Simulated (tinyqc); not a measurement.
Inside a calculation (part 1 of 2). Method: G0W0 on RHF in the sto-6g basis, for H2O, spin multiplicity 1. Computed by tinyqc, a small Python program that keeps every step (integrals from PySCF). Settings: charge = 0, multiplicity = 1, basis = sto-6g, method = RHF, energy threshold = 1e-10, iteration cap = 86, orthogonalisation = canonical, start = core, DIIS depth = 6. Command: `OMP_NUM_THREADS=1 python tinyqc.py 21781 21782 out.jsonl` (the two numbers bound the seeds that draw the settings). One thread of a shared host (Intel(R) Xeon(R) Processor @ 2.60GHz), about 0.1 s of CPU time with the checks. The early iterations of the SCF are left out here.

## One-electron integrals

Geometry (angstrom):
```
atom         x          y         z
O     0.000000   0.000000  0.000000
H     0.000000   0.852000  0.538000
H     0.000000  -0.852000  0.538000
```

Basis sto-6g: exponents (1/bohr^2) and contraction coefficients of normalised primitives:
```
element  l (shell)     exponent  coefficient
O            s (1)  1355.584234     0.009164
O            s (1)   248.544885     0.049361
O            s (1)    69.533902     0.168538
O            s (1)    23.886772     0.370563
O            s (1)     9.275933     0.416492
O            s (1)     3.820341     0.130334
O            s (2)    52.187762    -0.013253
O            s (2)    10.329320    -0.046992
O            s (2)     3.210345    -0.033785
O            s (2)     1.235135     0.250242
O            s (2)     0.536420     0.595117
O            s (2)     0.245881     0.240706
O            p (3)    52.187762     0.003760
O            p (3)    10.329320     0.037679
O            p (3)     3.210345     0.173897
O            p (3)     1.235135     0.418036
O            p (3)     0.536420     0.425860
O            p (3)     0.245881     0.101708
H            s (1)    35.523221     0.009164
H            s (1)     6.513144     0.049361
H            s (1)     1.822143     0.168538
H            s (1)     0.625955     0.370563
H            s (1)     0.243077     0.416492
H            s (1)     0.100112     0.130334
```

Overlap, kinetic and nuclear-attraction integrals over the contracted functions; the nuclear repulsion is the sum of Za Zb / Rab.

nuclear repulsion = 8.71314937 hartree

overlap S, lower triangle:
```
           1O 1s     1O 2s    1O 2px     1O 2py    1O 2pz     2H 1s     3H 1s
1O 1s   1.000000
1O 2s   0.231145  1.000000
1O 2px  0.000000  0.000000  1.000000
1O 2py  0.000000  0.000000  0.000000   1.000000
1O 2pz  0.000000  0.000000  0.000000   0.000000  1.000000
2H 1s   0.049370  0.444367  0.000000   0.316832  0.200065  1.000000
3H 1s   0.049370  0.444367  0.000000  -0.316832  0.200065  0.190132  1.000000
```

kinetic energy T (hartree), lower triangle:
```
            1O 1s     1O 2s    1O 2px     1O 2py    1O 2pz      2H 1s     3H 1s
1O 1s   29.327197
1O 2s   -0.896024  0.842618
1O 2px   0.000000  0.000000  2.531309
1O 2py   0.000000  0.000000  0.000000   2.531309
1O 2pz   0.000000  0.000000  0.000000   0.000000  2.531309
2H 1s   -0.004048  0.104891  0.000000   0.207075  0.130759   0.768522
3H 1s   -0.004048  0.104891  0.000000  -0.207075  0.130759  -0.004512  0.768522
```

nuclear attraction V (hartree), lower triangle:
```
             1O 1s       1O 2s     1O 2px      1O 2py      1O 2pz      2H 1s      3H 1s
1O 1s   -62.308640
1O 2s    -6.394059  -10.040294
1O 2px    0.000000    0.000000  -9.965420
1O 2py    0.000000    0.000000   0.000000  -10.125133
1O 2pz   -0.015826   -0.179038   0.000000    0.000000  -10.029103
2H 1s    -1.563618   -3.521691   0.000000   -2.240168   -1.464286  -5.625316
3H 1s    -1.563618   -3.521691   0.000000    2.240168   -1.464286  -1.202652  -5.625316
```

core Hamiltonian H = T + V (hartree), lower triangle:
```
             1O 1s      1O 2s     1O 2px     1O 2py     1O 2pz      2H 1s      3H 1s
1O 1s   -32.981443
1O 2s    -7.290083  -9.197676
1O 2px    0.000000   0.000000  -7.434111
1O 2py    0.000000   0.000000   0.000000  -7.593824
1O 2pz   -0.015826  -0.179038   0.000000   0.000000  -7.497794
2H 1s    -1.567666  -3.416799   0.000000  -2.033093  -1.333527  -4.856794
3H 1s    -1.567666  -3.416799   0.000000   2.033093  -1.333527  -1.207164  -4.856794
```

## Two-electron integrals

Functions are numbered as in S; the eight-fold symmetry (ij|kl) = (ji|kl) = (kl|ij) leaves the list below.

Two-electron integrals (ij|kl) in chemists' order, unique and non-zero (hartree):
```
(11|11) 4.787491    (21|11) 0.675884    (21|21) 0.121505    (22|11) 1.117379
(22|21) 0.249212    (22|22) 0.817383    (31|31) 0.025762    (32|31) 0.039145
(32|32) 0.180664    (33|11) 1.117381    (33|21) 0.249212    (33|22) 0.817382
(33|33) 0.880663    (41|41) 0.025762    (42|41) 0.039145    (42|42) 0.180664
(43|43) 0.047461    (44|11) 1.117381    (44|21) 0.249212    (44|22) 0.817382
(44|33) 0.785741    (44|44) 0.880663    (51|51) 0.025762    (52|51) 0.039145
(52|52) 0.180664    (53|53) 0.047461    (54|54) 0.047461    (55|11) 1.117381
(55|21) 0.249212    (55|22) 0.817382    (55|33) 0.785741    (55|44) 0.785741
(55|55) 0.880663    (61|11) 0.153990    (61|21) 0.026530    (61|22) 0.053214
(61|33) 0.053099    (61|41) 0.001096    (61|42) 0.002140    (61|44) 0.053345
(61|51) 0.000692    (61|52) 0.001352    (61|54) 0.000155    (61|55) 0.053197
(61|61) 0.005905    (62|11) 0.369884    (62|21) 0.083629    (62|22) 0.303142
(62|33) 0.298139    (62|41) 0.005653    (62|42) 0.041503    (62|44) 0.308870
(62|51) 0.003570    (62|52) 0.026207    (62|54) 0.006776    (62|55) 0.302418
(62|61) 0.018352    (62|62) 0.139139    (63|31) 0.009348    (63|32) 0.052432
(63|43) 0.008585    (63|53) 0.005421    (63|63) 0.019816    (64|11) 0.224003
(64|21) 0.051371    (64|22) 0.198623    (64|33) 0.189643    (64|41) 0.012403
(64|42) 0.078198    (64|44) 0.213798    (64|51) 0.001929    (64|52) 0.016270
(64|54) 0.009831    (64|55) 0.192428    (64|61) 0.011796    (64|62) 0.110858
(64|64) 0.107220    (65|11) 0.141448    (65|21) 0.032438    (65|22) 0.125422
(65|33) 0.119751    (65|41) 0.001929    (65|42) 0.016270    (65|44) 0.124161
(65|51) 0.010566    (65|52) 0.062706    (65|54) 0.011370    (65|55) 0.132352
(65|61) 0.007449    (65|62) 0.070002    (65|64) 0.055192    (65|65) 0.054667
(66|11) 0.508874    (66|21) 0.117193    (66|22) 0.485354    (66|33) 0.465896
(66|41) 0.010408    (66|42) 0.103997    (66|44) 0.507627    (66|51) 0.006572
(66|52) 0.065669    (66|54) 0.026351    (66|55) 0.482536    (66|61) 0.025994
(66|62) 0.280501    (66|64) 0.255265    (66|65) 0.161189    (66|66) 0.774999
(71|11) 0.153990    (71|21) 0.026530    (71|22) 0.053214    (71|33) 0.053099
(71|41) -0.001096   (71|42) -0.002140   (71|44) 0.053345    (71|51) 0.000692
(71|52) 0.001352    (71|54) -0.000155   (71|55) 0.053197    (71|61) 0.005804
(71|62) 0.017655    (71|64) 0.010332    (71|65) 0.007165    (71|66) 0.024633
(71|71) 0.005905    (72|11) 0.369884    (72|21) 0.083629    (72|22) 0.303142
(72|33) 0.298139    (72|41) -0.005653   (72|42) -0.041503   (72|44) 0.308870
(72|51) 0.003570    (72|52) 0.026207    (72|54) -0.006776   (72|55) 0.302418
(72|61) 0.017655    (72|62) 0.110211    (72|64) 0.060865    (72|65) 0.053767
(72|66) 0.179412    (72|71) 0.018352    (72|72) 0.139139    (73|31) 0.009348
(73|32) 0.052432    (73|43) -0.008585   (73|53) 0.005421    (73|63) 0.015111
(73|73) 0.019816    (74|11) -0.224003   (74|21) -0.051371   (74|22) -0.198623
(74|33) -0.189643   (74|41) 0.012403    (74|42) 0.078198    (74|44) -0.213798
(74|51) -0.001929   (74|52) -0.016270   (74|54) 0.009831    (74|55) -0.192428
(74|61) -0.010332   (74|62) -0.060865   (74|64) -0.019112   (74|65) -0.029052
(74|66) -0.088904   (74|71) -0.011796   (74|72) -0.110858   (74|74) 0.107220
(75|11) 0.141448    (75|21) 0.032438    (75|22) 0.125422    (75|33) 0.119751
(75|41) -0.001929   (75|42) -0.016270   (75|44) 0.124161    (75|51) 0.010566
(75|52) 0.062706    (75|54) -0.011370   (75|55) 0.132352    (75|61) 0.007165
(75|62) 0.053767    (75|64) 0.029052    (75|65) 0.040914    (75|66) 0.095527
(75|71) 0.007449    (75|72) 0.070002    (75|74) -0.055192   (75|75) 0.054667
(76|11) 0.121201    (76|21) 0.027630    (76|22) 0.107286    (76|33) 0.105134
(76|44) 0.107540    (76|51) 0.001926    (76|52) 0.016320    (76|55) 0.109184
(76|61) 0.005977    (76|62) 0.047432    (76|64) 0.032739    (76|65) 0.026853
(76|66) 0.095983    (76|71) 0.005977    (76|72) 0.047432    (76|74) -0.032739
(76|75) 0.026853    (76|76) 0.019570    (77|11) 0.508874    (77|21) 0.117193
(77|22) 0.485354    (77|33) 0.465896    (77|41) -0.010408   (77|42) -0.103997
(77|44) 0.507627    (77|51) 0.006572    (77|52) 0.065669    (77|54) -0.026351
(77|55) 0.482536    (77|61) 0.024633    (77|62) 0.179412    (77|64) 0.088904
(77|65) 0.095527    (77|66) 0.307480    (77|71) 0.025994    (77|72) 0.280501
(77|74) -0.255265   (77|75) 0.161189    (77|76) 0.095983    (77|77) 0.774999
```

## Orthogonalisation

S = U s U^T; canonical form X = U s^(-1/2), so that X^T S X = 1. Each column of U has its largest component positive (the first on a tie).

eigenvalues of S: 0.377418  0.446891  0.897194  1.000000  1.079975  1.362976  1.835545

X:
```
                1          2          3         4          5          6         7
1O 1s   -0.309923   0.000000   0.756174  0.000000  -0.607650   0.000000  0.168257
1O 2s    1.142114   0.000000  -0.265427  0.000000  -0.267474   0.000000  0.447278
1O 2px   0.000000   0.000000   0.000000  1.000000   0.000000   0.000000  0.000000
1O 2py   0.000000   0.941608   0.000000  0.000000   0.000000   0.665569  0.000000
1O 2pz   0.462404   0.000000   0.645947  0.000000   0.670276   0.000000  0.180419
2H 1s   -0.719476  -0.821904  -0.165964  0.000000   0.133970   0.381252  0.376748
3H 1s   -0.719476   0.821904  -0.165964  0.000000   0.133970  -0.381252  0.376748
```

## Iteration 8 (converged): orbitals

converged F (hartree), lower triangle:
```
             1O 1s      1O 2s     1O 2px     1O 2py     1O 2pz      2H 1s      3H 1s
1O 1s   -20.489191
1O 2s    -4.960835  -2.316819
1O 2px    0.000000   0.000000  -0.384648
1O 2py    0.000000   0.000000   0.000000  -0.297423
1O 2pz   -0.026983  -0.094572   0.000000   0.000000  -0.318472
2H 1s    -1.067221  -0.925613   0.000000  -0.402891  -0.312362  -0.506778
3H 1s    -1.067221  -0.925613   0.000000   0.402891  -0.312362  -0.296576  -0.506778
```

Diagonalise F' = X^T F X, C = X C', fill 5 alpha and 5 beta electrons from the bottom; D = 2 C_occ C_occ^T. Each column has its largest component positive (the first on a tie).

F' = X^T F X (hartree), lower triangle:
```
           1         2          3          4          5          6          7
1   0.036027
2   0.000000  0.699510
3   1.849578  0.000000  -9.552044
4   0.000000  0.000000   0.000000  -0.384648
5  -1.332068  0.000000   8.948846   0.000000  -9.091763
6   0.000000  0.096861   0.000000   0.000000   0.000000  -0.601794
7   0.267628  0.000000  -4.113441   0.000000   4.143379   0.000000  -3.024997
```

orbital energies (hartree): MO1 -20.492343, MO2 -1.238922, MO3 -0.608964, MO4 -0.425783, MO5 -0.384648, MO6 0.524270, MO7 0.706681

coefficients C:
```
              MO1        MO2        MO3        MO4       MO5        MO6        MO7
1O 1s    0.996701  -0.224156   0.000000   0.086779  0.000000  -0.119206   0.000000
1O 2s    0.015386   0.856792   0.000000  -0.485149  0.000000   0.822665   0.000000
1O 2px   0.000000   0.000000   0.000000   0.000000  1.000000   0.000000   0.000000
1O 2py   0.000000   0.000000   0.594240   0.000000  0.000000   0.000000   0.988174
1O 2pz   0.002691   0.102860   0.000000   0.800908  0.000000   0.678856   0.000000
2H 1s   -0.003423   0.152702   0.440888   0.284990  0.000000  -0.774937  -0.791516
3H 1s   -0.003423   0.152702  -0.440888   0.284990  0.000000  -0.774937   0.791516
```

D after iteration 8, lower triangle:
```
            1O 1s      1O 2s    1O 2px     1O 2py    1O 2pz      2H 1s     3H 1s
1O 1s    2.102380
1O 2s   -0.437641   1.939397
1O 2px   0.000000   0.000000  2.000000
1O 2py   0.000000   0.000000  0.000000   0.706241
1O 2pz   0.098253  -0.600778  0.000000   0.000000  1.304081
2H 1s   -0.025820  -0.014962  0.000000   0.523986  0.487896   0.597862
3H 1s   -0.025820  -0.014962  0.000000  -0.523986  0.487896  -0.179667  0.597862
```

## Convergence

Stop when the energy changes by less than 1e-10 hartree and every element of the error matrix X^T (F D S - S D F) X is below 3e-06.

Course of the cycle:
```
iteration   E (hartree)     change  largest element of the error matrix
1          -73.98937144          -                             9.40e-01
2          -75.64680409  -1.66e+00                             1.55e-01
3          -75.66847569  -2.17e-02                             3.03e-02
4          -75.66971936  -1.24e-03                             6.04e-03
5          -75.66978877  -6.94e-05                             1.56e-03
6          -75.66979331  -4.54e-06                             1.30e-04
7          -75.66979334  -2.91e-08                             4.97e-07
8          -75.66979334  -1.56e-13                             1.33e-08
```

PySCF RHF in the same basis = -75.66979334 hartree

Converged in 8 iterations.

## Integrals over molecular orbitals

(pq|rs) = sum C_ip C_jq C_kr C_ls (ij|kl), one index at a time.

one-electron integrals over orbitals h = C^T H C (hartree), lower triangle:
```
            1          2          3          4          5          6          7
1  -32.968113
2    0.573214  -7.659164
3    0.000000   0.000000  -6.231008
4   -0.213247   0.465292   0.000000  -6.939887
5    0.000000   0.000000   0.000000   0.000000  -7.434111
6    0.312107  -1.353131   0.000000  -1.101089   0.000000  -5.259632
7    0.000000   0.000000  -1.770963   0.000000   0.000000   0.000000  -5.627467
```

Two-electron integrals over orbitals (pq|rs), unique and non-zero (hartree):
```
(11|11) 4.762146    (21|11) -0.431800   (21|21) 0.063226    (22|11) 1.023368
(22|21) -0.015157   (22|22) 0.723943    (31|31) 0.010691    (32|31) 0.016984
(32|32) 0.140522    (33|11) 0.779930    (33|21) -0.004187   (33|22) 0.630452
(33|33) 0.616560    (41|11) 0.171662    (41|21) -0.022756   (41|22) 0.013990
(41|33) 0.005336    (41|41) 0.027892    (42|11) -0.133528   (42|21) 0.008833
(42|22) -0.007811   (42|33) 0.005307    (42|41) 0.020310    (42|42) 0.129185
(43|31) -0.002591   (43|32) 0.024469    (43|43) 0.047818    (44|11) 1.000682
(44|21) -0.012571   (44|22) 0.682876    (44|33) 0.589215    (44|41) -0.011299
(44|42) -0.104117   (44|44) 0.773288    (51|51) 0.026698    (52|51) 0.032695
(52|52) 0.147514    (53|53) 0.027586    (54|51) -0.012045   (54|52) -0.042947
(54|54) 0.052416    (55|11) 1.117086    (55|21) -0.011376   (55|22) 0.751677
(55|33) 0.616454    (55|41) 0.004215    (55|42) -0.069078   (55|44) 0.726290
(55|55) 0.880663    (61|11) -0.245084   (61|21) 0.038050    (61|22) -0.003483
(61|33) -0.000124   (61|41) -0.000642   (61|42) 0.020036    (61|44) -0.017169
(61|55) -0.005890   (61|61) 0.031585    (62|11) 0.306976    (62|21) -0.007935
(62|22) 0.138880    (62|33) 0.068074    (62|41) 0.018375    (62|42) 0.025033
(62|44) 0.089116    (62|55) 0.155555    (62|61) 0.005415    (62|62) 0.098433
(63|31) 0.002547    (63|32) -0.046932   (63|43) -0.033178   (63|63) 0.080400
(64|11) 0.220580    (64|21) -0.001615   (64|22) 0.103858    (64|33) 0.041761
(64|41) 0.003581    (64|42) -0.024504   (64|44) 0.119827    (64|55) 0.120313
(64|61) 0.001186    (64|62) 0.064438    (64|64) 0.070618    (65|51) 0.015496
(65|52) 0.058577    (65|54) 0.000549    (65|65) 0.037122    (66|11) 0.779235
(66|21) -0.007524   (66|22) 0.595538    (66|33) 0.559257    (66|41) 0.020069
(66|42) 0.057753    (66|44) 0.541510    (66|55) 0.575489    (66|61) 0.007050
(66|62) 0.088486    (66|64) 0.044235    (66|66) 0.584145    (71|31) 0.015488
(71|32) 0.023089    (71|43) -0.003917   (71|63) 0.003328    (71|71) 0.022485
(72|31) 0.014341    (72|32) 0.047886    (72|43) -0.029524   (72|63) 0.032744
(72|71) 0.019724    (72|72) 0.064932    (73|11) 0.369841    (73|21) -0.006984
(73|22) 0.154110    (73|33) 0.091325    (73|41) -0.000596   (73|42) -0.070354
(73|44) 0.162654    (73|55) 0.196454    (73|61) -0.005967   (73|62) 0.077045
(73|64) 0.079568    (73|66) 0.038804    (73|73) 0.151777    (74|31) -0.008506
(74|32) -0.071660   (74|43) -0.000886   (74|63) 0.048967    (74|71) -0.012085
(74|72) -0.017675   (74|74) 0.064997    (75|53) 0.023990    (75|75) 0.025380
(76|31) 0.009195    (76|32) 0.099393    (76|43) 0.052388    (76|63) -0.074056
(76|71) 0.012648    (76|72) -0.003992   (76|74) -0.057592   (76|76) 0.121378
(77|11) 0.875790    (77|21) -0.009398   (77|22) 0.622485    (77|33) 0.601216
(77|41) 0.003441    (77|42) -0.019031   (77|44) 0.606391    (77|55) 0.625978
(77|61) -0.005165   (77|62) 0.069183    (77|64) 0.044670    (77|66) 0.557975
(77|73) 0.102730    (77|77) 0.617304
```

## Screening: direct RPA

With D = e_a - e_i and K = (ia|jb): diagonalise D^(1/2) (D + 4K) D^(1/2) = Z w^2 Z^T; X + Y = D^(1/2) Z w^(-1/2), each column of Z with its largest component positive (the first on a tie); E_c = (sum w - tr (D + 2K)) / 2.

D^(1/2) (D + 4K) D^(1/2) (hartree^2), lower triangle:
```
            1>6         1>7       2>6        2>7       3>6       3>7       4>6       4>7
1>6  444.353223
1>7    0.000000  451.305241
2>6    0.131841    0.000000  3.803068
2>7    0.000000    0.506688  0.000000   4.290700
3>6    0.000000    0.065245  0.000000   0.194481  1.648668
3>7   -0.125516    0.000000  0.469377   0.000000  0.000000  2.529661
4>6    0.021200    0.000000  0.333601   0.000000  0.000000  0.355830  1.170963
4>7    0.000000   -0.236853  0.000000  -0.104942  0.221888  0.000000  0.000000  1.576902
5>6    0.000000    0.000000  0.000000   0.000000  0.000000  0.000000  0.000000  0.000000
5>7    0.000000    0.000000  0.000000   0.000000  0.000000  0.000000  0.000000  0.000000

          5>6       5>7
5>6  0.961095
5>7  0.000000  1.301792
```

excitation energies w (hartree): 0.980354  1.032394  1.140961  1.171890  1.354625  1.554156  2.005586  2.075386  21.079689  21.243963

X + Y:
```
            1          2         3          4          5          6          7          8
1>6  0.000000  -0.000368  0.000000   0.000000   0.000000   0.001318  -0.000623   0.000000
1>7  0.000000   0.000000  0.000000   0.001749   0.001082   0.000000   0.000000  -0.003700
2>6  0.000000  -0.108021  0.000000   0.000000   0.000000  -0.374961   0.874176   0.000000
2>7  0.000000   0.000000  0.000000   0.091073  -0.037675   0.000000   0.000000   0.965326
3>6  0.000000   0.000000  0.000000  -0.644849   0.687538   0.000000   0.000000   0.051867
3>7  0.000000  -0.237401  0.000000   0.000000   0.000000   0.847043   0.266443   0.000000
4>6  0.000000   0.934482  0.000000   0.000000   0.000000   0.132036   0.103328   0.000000
4>7  0.000000   0.000000  0.000000   0.738905   0.602316   0.000000   0.000000  -0.024019
5>6  0.962877   0.000000  0.000000   0.000000   0.000000   0.000000   0.000000   0.000000
5>7  0.000000   0.000000  0.978008   0.000000   0.000000   0.000000   0.000000   0.000000

             9         10
1>6   0.998503   0.000000
1>7   0.000000   0.998941
2>6   0.000086   0.000000
2>7   0.000000   0.000343
3>6   0.000000   0.000034
3>7  -0.000071   0.000000
4>6   0.000010   0.000000
4>7   0.000000  -0.000122
5>6   0.000000   0.000000
5>7   0.000000   0.000000
```

RPA correlation energy = -0.05626337 hartree

## G0W0 on Hartree-Fock: HOMO

W(p,q,m) = sqrt2 sum_ia (pq|ia) (X+Y)_ia,m; Sigma_c(x) = sum_(i,m) W^2/(x - e_i + w_m) + sum_(a,m) W^2/(x - e_a - w_m); solve x = e_p + Sigma_c(x) by Newton steps; Z = 1/(1 - dSigma/dx); 1 hartree = 27.211386 eV.

The 12 largest terms at x = e_p (hartree; W for the signs of X + Y given):
```
q  m          W       term
5  7   0.283919   0.040193
5  6   0.175300   0.019773
5  2   0.069284   0.004650
2  1   0.079765   0.003468
6  1   0.050549  -0.001352
3  3   0.033181   0.000806
7  3   0.035104  -0.000552
1  1   0.021102   0.000021
5  9  -0.008317   3.28e-06
4  1   0.000748   5.47e-07
```

Newton steps (hartree):
```
step          x  Sigma_c(x)         Z
0     -0.384648    0.067010  0.960880
1     -0.320259    0.064482  0.963514
2     -0.320169    0.064479  0.963517
3     -0.320169    0.064479  0.963517
```

quasiparticle energy of the HOMO = -8.712244 eV

Hartree-Fock value = -10.466803 eV
